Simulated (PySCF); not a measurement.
This PySCF input (PBE/cc-pV(Q+d)Z) gives -1.16657 Eh with 60 basis functions.

```python
import numpy as np, basis_set_exchange as bse
from pyscf import gto, scf, dft, df

basis = {'H': gto.basis.parse(bse.get_basis('cc-pV(Q+d)Z', elements=['H'], fmt='nwchem'))}
mol = gto.M(
    atom='''
    H    -0.00000000   -0.00000000   -0.37201156
    H     0.00000000    0.00000000    0.37201156
    ''',
    basis=basis,
    charge=0,
    verbose=4,
    max_memory=8640,
)
mf = dft.RKS(mol, xc='pbe')
mf.grids.level = 3
mf = mf.density_fit(auxbasis=df.autoaux(mol))
mf.conv_tol = 1e-9
mf.max_cycle = 100
print('smallest overlap eigenvalue', np.linalg.eigvalsh(mol.intor('int1e_ovlp'))[0])
mf.kernel()
dip = mf.dip_moment()
```

Change:
```diff
- basis = {'H': gto.basis.parse(bse.get_basis('cc-pV(Q+d)Z', elements=['H'], fmt='nwchem'))}
+ basis = {'H': gto.basis.parse(bse.get_basis('def2-TZVP', elements=['H'], fmt='nwchem'))}
```

Problem. What does the run give now?

Solution. -1.16587 Eh (PBE/def2-TZVP, 12 functions), a change of +0.70 mEh.
